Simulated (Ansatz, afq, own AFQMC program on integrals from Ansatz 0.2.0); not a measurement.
**BPH$_{3}$, doublet: AFQMC among the cluster methods**

| atom | x (Å) | y (Å) | z (Å) |
| --- | --- | --- | --- |
| B | 0.0166 | 0.0591 | 1.3152 |
| P | -0.0385 | -0.0536 | -0.5580 |
| H | -0.3543 | 1.0588 | 1.8590 |
| H | 0.3170 | -0.8906 | 1.9764 |
| H | 1.0420 | 0.8443 | -0.7943 |

Connectivity, by distances: BH2–PH.

Basis cc-pVDZ. Only valence electrons are correlated. AFQMC by an in-house program on the Cholesky factors that Ansatz 0.2.0 writes for its CCSD(T) run. The CISD trial takes its coefficients from CCSD amplitudes. Released means that phaseless walkers are propagated on without the constraint, phases kept. ± is one standard error of the sampling.

Determinant: UHF, the one that the program's search chose, which needn't be the lowest solution. The geometry is a point of a scan.

No full CI on the walks' own integrals is used here; CCSDT(Q) serves as the reference and is uncertain by about the last step of the cluster series.

```
T1 diagnostic                               : 0.0189
weight of the determinant in the CISD state : 0.879
⟨S²⟩ of the determinant                     : 0.763
size of the correlated space                : 11 electrons in 41 orbitals
```

| level | correlation energy (eV) |
| --- | --- |
| MP2 | -5.0120 |
| CCSD | -6.0768 |
| CCSD(T) | -6.2418 |

**Question.** Estimate where AFQMC with the constraint released lies against CCSD(T) on the same integrals.

**Answer.** 0.92 ± 0.37 kcal/mol below CCSD(T).

Reference: CCSDT(Q), correlation energy -6.281 eV. The released energy is read at 2.40 1/Eh (meV from the phaseless value at times in 1/Eh: -6 ± 9 at 0.24, -14 ± 11 at 0.51, -21 ± 11 at 0.99, -33 ± 11 at 1.62, -28 ± 16 at 2.40).

```tsv
level	E − E(reference) (kcal/mol)	share of correlation (%)
CCSD(T)	0.90	99.38
CCSDT	0.20	99.86
ph-AFQMC/CISD	0.63 ± 0.24	99.57
released AFQMC	-0.02 ± 0.37	100.01
```

Released energies are given only where the last usable release times agree within the noise; a slower fall can still hide under it.
